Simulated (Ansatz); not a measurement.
We consider antiferromagnetic bcc Cr, described by RPBE (plane waves, PAW; Ansatz, a first-principles code).

Run with plane-wave cutoff 520 eV, 20×20×20 k mesh, Fermi–Dirac smearing 0.05 eV, spin-polarised with opposed moments, scalar-relativistic PAW data made under PBE.

Cell (measured lattice):

```
Cr
1.0
    2.88490     0.00000     0.00000
    0.00000     2.88490     0.00000
    0.00000     0.00000     2.88490
Cr
2
Direct
  0.00000   0.00000   0.00000
  0.50000   0.50000   0.50000
```
Starting moments (μB, in the order of the record's atoms Cr Cr): 1.5 -1.5.

**Question.** Give the computed magnetic moment (largest site, within a sphere).

**Answer.** 
- magnetic moment (largest site, within a sphere) = 1.29 μB

The run finds no gap.

Note: the commensurate order stands in for chromium's spin-density wave, and the size of the moments varies much between levels; the collinear magnetic order is the start's and need not be the measured one; cell and atoms aren't relaxed at this level (pressure 3.2 GPa).

Moments are spin moments.

The computed numbers hold no vibrational or temperature effects.

The result took roughly 19 core-seconds.
